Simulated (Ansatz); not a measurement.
Predict the output of the script below (the Python package of Ansatz (0.2.0)).

Script `fci_h2o.py`:
```python
"""How close coupled cluster comes to full CI on H2O(+)."""

import ansatz as az

SETTINGS = {
    "basis": "6-31G",
    "net_charge": 1,
}


def main() -> None:
    system = (
        az.Crystal.molecule()
        .atom("O", (0.0088, 0.404, 0.0))
        .atom("H", (-0.7872, -0.185, 0.0))
        .atom("H", (0.7785, -0.219, 0.0))
    )

    base = system.calculation()
    base = base.basis(gaussian=SETTINGS["basis"]).charge(SETTINGS["net_charge"])
    base = base.spin("collinear", total=1)
    exact = base.correlation("fci").run().report
    print(f"full CI {exact['free_energy_ev'] / 27.211386246:.7f} Ha over {exact['configurations']['states'][0]['n_determinants']} determinants")
    print("natural occupations", [round(n, 4) for n in exact["configurations"]["natural_occupations"]])
    print(f"hf       misses {1000 * (exact['reference_energy_ev'] - exact['free_energy_ev']) / 27.211386246:9.3f} mHa")
    for method in ["mp2", "ccsd", "ccsd_t", "bccd_t"]:
        e = base.correlation(method).run().report["free_energy_ev"]
        print(f"{method:8s} misses {1000 * (e - exact['free_energy_ev']) / 27.211386246:9.3f} mHa")


if __name__ == "__main__":
    main()
```

```console
$ python fci_h2o.py
full CI -75.6881462 Ha over 54150 determinants
natural occupations [1.9883, 1.9745, 1.9695, 0.9945, 0.0274, 0.0247, 0.0106, 0.0063, 0.0021, 0.0016, 0.0003, 0.0002]
hf       misses   107.440 mHa
mp2      misses    13.101 mHa
ccsd     misses     1.028 mHa
ccsd_t   misses     0.311 mHa
bccd_t   misses     0.314 mHa
```

Reading the output:
- Total energies depend on the basis set; only differences at equal settings carry meaning.
- Full CI is exact only within this small basis and its frozen core, at an unrelaxed geometry.
- The species is open-shell (spin multiplicity 2).
- Hardware and time: 1.1 s on 1 thread of Intel(R) Xeon(R) 6975P-C (Granite Rapids), with other jobs on the host, peak memory 0.15 GiB.
